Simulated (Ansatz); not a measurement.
Predict the output of the script below (the Python package of Ansatz (0.2.0)).

`deck.py`:
```python
import ansatz

deck = {
    'crystal': {
        'periodic': [False, False, False],
        'atoms': [
            {'symbol': 'O', 'position_ang': [-1.8163, 0.3955, 1.402]},
            {'symbol': 'C', 'position_ang': [-1.7201, 0.3172, -0.0174]},
            {'symbol': 'C', 'position_ang': [-0.5483, -0.5582, -0.467]},
            {'symbol': 'C', 'position_ang': [0.7452, 0.0166, -0.1655]},
            {'symbol': 'C', 'position_ang': [1.5668, 0.9043, 0.3069]},
            {'symbol': 'C', 'position_ang': [2.1421, -0.2573, -0.321]},
            {'symbol': 'H', 'position_ang': [-1.7045, -0.5016, 1.7588]},
            {'symbol': 'H', 'position_ang': [-2.6601, -0.1054, -0.3873]},
            {'symbol': 'H', 'position_ang': [-1.6338, 1.3356, -0.4107]},
            {'symbol': 'H', 'position_ang': [-0.6211, -1.5393, 0.016]},
            {'symbol': 'H', 'position_ang': [-0.6245, -0.7178, -1.5484]},
            {'symbol': 'H', 'position_ang': [1.725, 1.8285, 0.8048]},
            {'symbol': 'H', 'position_ang': [2.5797, -0.9976, 0.3306]},
            {'symbol': 'H', 'position_ang': [2.5699, -0.1205, -1.302]},
        ],
    },
    'basis': {'gaussian': {'orbitals': 'def2-SVP', 'nuclear_model': 'point'}},
    'hamiltonian': {'xc': 'pbe0'},
}
session = ansatz.Session.from_dict(deck)
rep = session.plan(threads=1).execute().report

print(f'E = {rep["free_energy_ev"]:.6f} eV = {rep["free_energy_ev"] / 27.211386246:.7f} Ha')
print('converged:', rep['converged'], ' doubts:', rep['published_state_doubts'] or 'none')
symbols = ['O', 'C', 'C', 'C', 'C', 'C', 'H', 'H', 'H', 'H', 'H', 'H', 'H', 'H']
state = rep['mean_field']['state']
print(f'mean field: {state["energy"]["hartree"]:.7f} Ha, <S^2> = {abs(state["spin_squared"]):.4f}, stability: {state.get("stability", {}).get("kind")}')
```

Output of `python deck.py`:
```text
E = -7345.564853 eV = -269.9445293 Ha
converged: True  doubts: none
mean field: -269.9445293 Ha, <S^2> = 0.0000, stability: minimum
```

What to keep in mind:
- The settings weren't tested for convergence.
- The geometry is a force-field or estimated start, not a minimum of this method, and the basis set is short of its limit.
- It ran for 3.2 s on 1 thread of Arm Neoverse V2, on a shared host, peak memory 0.27 GiB.

(Lines on the test bed's own set-up are left out of the output.)
